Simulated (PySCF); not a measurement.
Vinyl ether, C4H6O.
Atom-mapped SMILES: `[CH2:1]=[CH:2][O:3][CH:4]=[CH2:5]` (hydrogens: H6, H7 on C1; H8 on C2; H9 on C4; H10, H11 on C5)

Computed geometry: GFN2-xTB, gas phase.

Q: Give the optimised bond lengths and angles.

A: 
```json
{"bond": "C1=C2, C4=C5", "length (Å)": "1.323", "order": "double"}
{"bond": "C2–O3, O3–C4", "length (Å)": "1.355", "order": "single"}
{"bond": "C1–H6, C5–H10", "length (Å)": "1.073", "order": "single"}
{"bond": "C1–H7, C5–H11", "length (Å)": "1.075", "order": "single"}
{"bond": "C2–H8, C4–H9", "length (Å)": "1.087", "order": "single"}
```

Bonds in one row agree within 0.01 Å and their mean is given. Orders are formal, as drawn. A selection of angles:
```json
{"angle": "C2–C1–H6", "degrees": "120.7"}
{"angle": "C2–C1–H7", "degrees": "121.2"}
{"angle": "H6–C1–H7", "degrees": "118.0"}
{"angle": "C1–C2–O3", "degrees": "122.1"}
{"angle": "C1–C2–H8", "degrees": "122.1"}
{"angle": "O3–C2–H8", "degrees": "115.8"}
{"angle": "C2–O3–C4", "degrees": "118.5"}
```

Dihedral angles: C1–C2–O3–C4 180° (antiperiplanar); C2–O3–C4–C5 180° (antiperiplanar).

Of the pairs four or more bonds apart, H8···H9 is among the closest relative to their van der Waals radii: 2.14 Å, 89 % of the sum of Bondi's values. The 5 heavy atoms lie in one plane (0.001 Å rms). O3 (ether oxygen) is bent (angle 118.5°).

Point group: C2v (tolerance 0.08 Å). Not checked by GFN2-xTB frequencies. One conformer, not necessarily the lowest.
